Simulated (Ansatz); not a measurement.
# CH₄MgO: single points off equilibrium

The task here is to estimate one member of a computed series from the others.

The runs use Ansatz 0.2.0, Gaussian basis; single points in def2-TZVPP.

Correlated methods freeze the cores. The outer core shell of Li, Na, Mg and K is correlated.

### Where the work starts

SMILES `C[O][MgH]`, 7 atoms, charge 0, spin multiplicity 1.

Atoms are counted from 1 here; the program's logs count them from 0.

Bond lengths: C1–O2 1.534 Å, C1–H4 1.001 Å, C1–H5 0.754 Å, C1–H6 1.017 Å, O2–Mg3 1.666 Å, Mg3–H7 1.366 Å. Angles: O2–C1–H4 106.8°, O2–C1–H5 115.5°, O2–C1–H6 115.1°, H4–C1–H5 103.6°, H4–C1–H6 98.5°, H5–C1–H6 114.6°, C1–O2–Mg3 174.8°, O2–Mg3–H7 170.7°.

As a file:

```mol
CH4MgO
  3D, bonds by distance, orders not assigned

  7  6  0  0  0  0  0  0  0  0999 V2000
   -0.5860    0.9957   -0.0111 C   0  0
    0.1795   -0.3300    0.0793 O   0  0
    1.1214   -1.6944    0.2452 Mg  0  0
   -0.7321    1.1795   -0.9845 H   0  0
   -0.2112    1.6044    0.2300 H   0  0
   -1.5592    0.9535    0.2821 H   0  0
    2.0020   -2.7376    0.2030 H   0  0
  1  2  8  0
  1  4  8  0
  1  5  8  0
  1  6  8  0
  2  3  8  0
  3  7  8  0
M  END
```

The first run:

File run/in.yaml:

```yaml
crystal:
  periodic: [false, false, false]
  atoms:
    - {symbol: C, position_ang: [-0.586000, 0.995700, -0.011100]}
    - {symbol: O, position_ang: [0.179500, -0.330000, 0.079300]}
    - {symbol: Mg, position_ang: [1.121400, -1.694400, 0.245200]}
    - {symbol: H, position_ang: [-0.732100, 1.179500, -0.984500]}
    - {symbol: H, position_ang: [-0.211200, 1.604400, 0.230000]}
    - {symbol: H, position_ang: [-1.559200, 0.953500, 0.282100]}
    - {symbol: H, position_ang: [2.002000, -2.737600, 0.203000]}
basis:
  gaussian: {orbitals: def2-TZVPP}
correlation: {method: ccsd_t}
output: {forces: true}
```

No record of the launch command was kept for these runs.

Among the steps run: CCSD(T)/def2-TZVPP; PBE0-D4/def2-TZVPP; wB97M-V/def2-TZVPP; r2SCAN-D4/def2-TZVPP; PBE-D4/def2-TZVPP; BLYP-D4/def2-TZVPP; B97M-V/def2-TZVPP.

One table of the session follows, with a row left open; its other results are not shown here.

```
   method  RMS force component (eV/Å)  angle to CCSD(T) forces (°)  dipole (D)
  CCSD(T)                      10.424                    reference        0.98
  PBE0-D4                      10.427                          0.5        0.93
  wB97M-V                           ?                            ?           ?
r2SCAN-D4                      10.340                          0.3        1.00
   PBE-D4                      10.358                          0.7        0.91
  BLYP-D4                      10.204                          0.9        0.95
   B97M-V                      10.312                          0.6        1.01
```

Estimate the missing values for wB97M-V.

The run gave: RMS force component (eV/Å): 10.330; angle to CCSD(T) forces (°): 0.3; dipole (D): 0.97. In the column «RMS force component (eV/Å)» it lies between B97M-V (10.312) and r2SCAN-D4 (10.340).
